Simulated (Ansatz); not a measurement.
# Worked example: vertical energy of the triplet above the singlet of CF4 (tetrafluoromethane)

CF4 has 5 atoms, charge 0, and is taken as a singlet. SMILES: `FC(F)(F)F`. The shape is that of a PBE0-D4/def2-TZVP optimisation.

Both states at this one shape; open shells run unrestricted unless said. 1 Eh = 27.2114 eV.

| level | program | singlet CF4 (Eh) | triplet CF4 (Eh) |
| --- | --- | --- | --- |
| r2SCAN/aug-cc-pVDZ | Ansatz | -437.368219 | -436.944367 |
| r2SCAN0/aug-cc-pVDZ | Ansatz | -437.311252 | -436.853203 |
| CAM-B3LYP/aug-cc-pVDZ | Ansatz | -437.445251 | -436.993040 |
| RPA@PBE/aug-cc-pVDZ, 5 core orbitals frozen | Ansatz | -437.000932 | -436.593079 |

Question: Work out the vertical gap, second state less first, at each level.

Answer: 
1. r2SCAN/aug-cc-pVDZ: -436.944367 − (-437.368219) = 0.423852 Eh = 11.53 eV.
2. r2SCAN0/aug-cc-pVDZ: -436.853203 − (-437.311252) = 0.458049 Eh = 12.46 eV.
3. CAM-B3LYP/aug-cc-pVDZ: -436.993040 − (-437.445251) = 0.452211 Eh = 12.31 eV.
4. RPA@PBE/aug-cc-pVDZ: -436.593079 − (-437.000932) = 0.407853 Eh = 11.10 eV.

No measured value is set beside it here; the levels span 11.10 to 12.46 eV.
